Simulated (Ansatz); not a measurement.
A calculation on rhombohedral A7 Bi returned lattice constant a 4.533 Å, lattice parameter c 11.654 Å, equilibrium volume per atom 34.56 Å³/atom.

For reference: lattice constant a 4.533 Å (measured, low temperature, no zero-point or thermal correction, hexagonal setting; as tabulated in Arnaud et al. (2016), arXiv:1602.08959); lattice parameter c 11.796 Å (measured, low temperature, no zero-point or thermal correction, hexagonal setting; as tabulated in Arnaud et al. (2016), arXiv:1602.08959); equilibrium volume per atom 35.13 Å³/atom (measured, copied from a table, unchecked, extrapolated to 0 K and zero-point effects removed; as tabulated in Lejaeghere et al. (2013), arXiv:1204.2733).

Task: Which level of theory produced these numbers?
(A) LDA (Ansatz, a program for electronic structure)
(B) r²SCAN-D4 (Ansatz)
(C) r²SCAN+rVV10 (Ansatz)
(D) PBE-D3(BJ) (Ansatz)

Result: D, PBE-D3(BJ) (Ansatz)

The others give: r²SCAN-D4 4.521 Å, 12.187 Å, 35.95 Å³/atom; LDA 4.492 Å, 11.501 Å, 33.49 Å³/atom; r²SCAN+rVV10 4.519 Å, 12.059 Å, 35.54 Å³/atom.

Unless a cell is named, each level is at its own relaxed cell (LDA 33.49, PBE-D3(BJ) 34.56, r²SCAN-D4 35.95, r²SCAN+rVV10 35.54 Å³/atom).

Caveats: the cell comes from a level without a dispersion term, which matters for the spacing of layers, chains or molecules (LDA). Ansatz's density-functional and Hartree–Fock values are scalar-relativistic unless marked +SOC, with PAW data made under PBE.
